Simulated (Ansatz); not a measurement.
A nudged elastic band was laid between two geometries of H$_{3}$OSi (5 atoms, charge -1, multiplicity 1).

Theory: UKS PBE/6-31G* (Ansatz 0.2.0).

```json
{
 "movable images": "5",
 "climbing image": "yes",
 "spring": "5.0 eV/Å²",
 "optimiser": "quadratic models (default)",
 "start path": "through a guess of the saddle point",
 "force threshold": "0.05 eV/Å",
 "iteration limit": "60",
 "end points": "relaxed"
}
```

First end point:

```xyz
5
Properties=species:S:1:pos:R:3
O -1.523 0.286 0.738
Si -0.114 0.021 0.056
H -0.072 -0.255 -1.478
H 0.736 -1.189 0.549
H 0.973 1.137 0.136
```

Last end point:

```xyz
5
Properties=species:S:1:pos:R:3
O -1.152 0.078 -0.222
Si 0.638 -0.108 -0.243
H -1.361 -0.068 -1.162
H 0.826 -1.049 1.009
H 1.050 1.146 0.619
```

Question: Which bonds break or form, and what moves?

Answer: Bonds broken: Si2–H3. Bonds formed: O1–H3.

Question: What energy profile does the band end with?

Answer: The forces met the threshold. The highest image is number 3 of 0 to 6, 245.8 kJ/mol above the first end and 163.2 kJ/mol above the last; the last end lies 82.6 kJ/mol above the first. Neighbouring images differ by up to 1.2 eV, so the band resolves the path poorly. A vibrational analysis at the climbing image gives one clearly imaginary mode, 1338i cm⁻¹: a first-order saddle point. The orbitals were unrestricted but ended closed-shell. Limits of this set-up: an anion without diffuse functions.

```tsv
image	path coordinate (Å)	energy (kJ/mol)	Si2–H3 (Å)	O1–H3 (Å)
0	0.00	0.0	1.56	2.70
1	0.41	35.5	1.54	2.38
2	0.82	154.0	1.52	1.94
3	1.23	245.8	1.55	1.49
4	1.54	181.6	1.66	1.14
5	1.85	103.8	1.92	0.99
6	2.16	82.6	2.20	0.97
```

Question: What is the geometry of the highest image?

Answer: 
```xyz
5
Properties=species:S:1:pos:R:3
O -1.435 0.174 0.153
Si 0.223 -0.040 -0.097
H -0.871 -0.123 -1.195
H 0.926 -1.145 0.771
H 1.158 1.135 0.366
```

Time of the run: 100 s on 1 thread of Intel(R) Xeon(R) Processor @ 2.50GHz (Skylake/Cascade Lake) (shared host), peak memory 0.11 GiB.
